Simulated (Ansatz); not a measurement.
# C5H11N: up Jacob's ladder to CCSD(T)

Aim: compute C5H11N with functionals from several rungs and with coupled cluster, and see how far each lands from CCSD(T) at the basis-set limit for the atomisation energy.

Program: Ansatz 0.2.0, Gaussian basis. Level of theory: functionals in def2-TZVPP, the program's frozen cores in correlated methods. These are calculated values, not measurements.

The runs, in order: LDA (SPW92), PBE-D4, revPBE-D4, BLYP-D4, r2SCAN-D4, B97M-V, PBE0-D4, B3LYP-D4, r2SCANh-D4, r2SCAN0-D4, HSE06-D4, BHLYP-D4, CAM-B3LYP-D4, LC-ωPBE, ωB97X-V, ωB97M-V, B2PLYP, PBE-QIDH; CCSD(T)/def2-SVP; CCSD(T)/def2-TZVPP; MP2/def2-QZVPP; extrapolation to the limit; RPA on PBE.

## 1. The geometry

The geometry comes from an earlier relaxation with PBE0-D4 in a triple-zeta def2 set; it is a stationary point, not always the lowest conformer.

SMILES `NC1CCCC1`, 17 atoms, charge 0, spin multiplicity 1.

Atoms are counted from 1 here; the program's logs count them from 0.

Bond lengths: N1–C2 1.449 Å, N1–H7 1.013 Å, N1–H8 1.014 Å, C2–C3 1.530 Å, C2–C6 1.526 Å, C2–H9 1.098 Å, C3–C4 1.525 Å, C3–H10 1.097 Å, C3–H11 1.093 Å, C4–C5 1.547 Å, C4–H12 1.094 Å, C4–H13 1.092 Å, C5–C6 1.536 Å, C5–H14 1.092 Å, C5–H15 1.092 Å, C6–H16 1.096 Å, C6–H17 1.091 Å. Angles: C2–N1–H7 110.8°, C2–N1–H8 110.0°, H7–N1–H8 106.9°, N1–C2–C3 118.3°, N1–C2–C6 112.2°, N1–C2–H9 107.1°, C3–C2–C6 102.3°, C3–C2–H9 108.0°, C6–C2–H9 108.5°, C2–C3–C4 103.5°, C2–C3–H10 108.5°, C2–C3–H11 113.2°, C4–C3–H10 110.7°, C4–C3–H11 113.5°, H10–C3–H11 107.5°, C3–C4–C5 105.0°, C3–C4–H12 109.6°, C3–C4–H13 112.9° and more.

As a file:

```
atom     x (Å)     y (Å)     z (Å)
  N1   0.07701  -1.99978   1.07551
  C2   0.28353  -0.62813   0.65796
  C3   0.79765  -0.37157  -0.76026
  C4   0.56104   1.12138  -0.95970
  C5  -0.72817   1.43204  -0.16357
  C6  -1.00742   0.18502   0.68888
  H7   0.94474  -2.52071   1.04052
  H8  -0.56999  -2.46069   0.44476
  H9   0.99530  -0.17899   1.36352
 H10   0.18996  -0.95710  -1.46188
 H11   1.84009  -0.66977  -0.90005
 H12   1.40193   1.68509  -0.54575
 H13   0.48350   1.40249  -2.01158
 H14  -1.56575   1.64799  -0.82970
 H15  -0.59346   2.31823   0.45998
 H16  -1.80157  -0.41944   0.23509
 H17  -1.32740   0.41343   1.70648
```

## 2. LDA

This LDA is Slater exchange with PW92 correlation.

Contents of in.yaml:

```yaml
crystal:
  periodic: [false, false, false]
  atoms:
    - {symbol: N, position_ang: [0.077010, -1.999779, 1.075508]}
    - {symbol: C, position_ang: [0.283528, -0.628129, 0.657957]}
    - {symbol: C, position_ang: [0.797651, -0.371571, -0.760260]}
    - {symbol: C, position_ang: [0.561044, 1.121375, -0.959697]}
    - {symbol: C, position_ang: [-0.728174, 1.432043, -0.163573]}
    - {symbol: C, position_ang: [-1.007418, 0.185018, 0.688881]}
    - {symbol: H, position_ang: [0.944736, -2.520706, 1.040515]}
    - {symbol: H, position_ang: [-0.569986, -2.460688, 0.444763]}
    - {symbol: H, position_ang: [0.995300, -0.178995, 1.363524]}
    - {symbol: H, position_ang: [0.189958, -0.957099, -1.461878]}
    - {symbol: H, position_ang: [1.840089, -0.669765, -0.900053]}
    - {symbol: H, position_ang: [1.401932, 1.685087, -0.545754]}
    - {symbol: H, position_ang: [0.483496, 1.402492, -2.011581]}
    - {symbol: H, position_ang: [-1.565749, 1.647993, -0.829697]}
    - {symbol: H, position_ang: [-0.593456, 2.318234, 0.459976]}
    - {symbol: H, position_ang: [-1.801565, -0.419441, 0.235091]}
    - {symbol: H, position_ang: [-1.327396, 0.413431, 1.706478]}
basis:
  gaussian: {orbitals: def2-TZVPP}
hamiltonian: {xc: lda}
output: {orbitals: {seedname: orbitals}}
```

Launch:

```sh
ansatz run in.yaml --threads 2 --pin off --events-out ev --progress --plain --max-ram 32768MiB --backend cuda --devices 0, --max-vram 18GiB
```

The runs that follow: PBE-D4 (GGA); revPBE-D4 (GGA); BLYP-D4 (GGA); r2SCAN-D4 (meta-GGA); B97M-V (meta-GGA); PBE0-D4 (hybrid); B3LYP-D4 (hybrid); r2SCANh-D4 (hybrid); r2SCAN0-D4 (hybrid); HSE06-D4 (hybrid); BHLYP-D4 (hybrid); CAM-B3LYP-D4 (range-separated); LC-ωPBE (range-separated); ωB97X-V (range-separated); ωB97M-V (range-separated); B2PLYP (double hybrid); PBE-QIDH (double hybrid); CCSD(T) in def2-SVP; CCSD(T) in def2-TZVPP; MP2 in def2-QZVPP; RPA on PBE orbitals.

Q: Predict the results of all the runs planned. Wanted: atomisation energy, CCSD(T)/CBS; farthest beyond LDA; mean size of error, GGA; mean size of error, meta-GGA; mean size of error, hybrid; mean size of error, range-separated; mean size of error, double hybrid; gap, smallest and largest; T1 diagnostic.

As calculated:

```
                               quantity                                                                                             value
        atomisation energy, CCSD(T)/CBS                                                                                         70.747 eV
    functionals within 0.354 eV (0.5 %)  revPBE-D4, BLYP-D4, r2SCAN-D4, B97M-V, B3LYP-D4, r2SCANh-D4, LC-ωPBE, ωB97X-V, ωB97M-V, PBE-QIDH
                    farthest beyond LDA                                                                              BHLYP-D4 (-1.637 eV)
                mean size of error, GGA                                                                                          0.642 eV
           mean size of error, meta-GGA                                                                                          0.074 eV
             mean size of error, hybrid                                                                                          0.658 eV
    mean size of error, range-separated                                                                                          0.295 eV
      mean size of error, double hybrid                                                                                          0.352 eV
              gap, smallest and largest                                                             5.39 eV (BLYP-D4), 12.64 eV (LC-ωPBE)
                          T1 diagnostic                                                                                            0.0089
triples share of the correlation energy                                                                                             3.9 %
```

What this shows: LDA overbinds by 10.107 eV (14 %). PBE-D4 is off by +1.625 eV. Double hybrids carry the basis error of their MP2 part in triple zeta, and no dispersion term here, so their miss is partly the set-up's. The rungs meta-GGA, range-separated, double hybrid miss on average by less than the doubt on the reference (0.354 eV), so they tie. The reference freezes the cores and leaves out relativity and excitations past (T), so misses under about 0.354 eV can't be ranked. Hartree-Fock recovers 74 % of the binding; the rest is correlation. CCSD(T) in def2-SVP is off by -2.877 eV, which most functionals beat. Orbital gaps span 5.4 to 12.6 eV; exact exchange widens them.
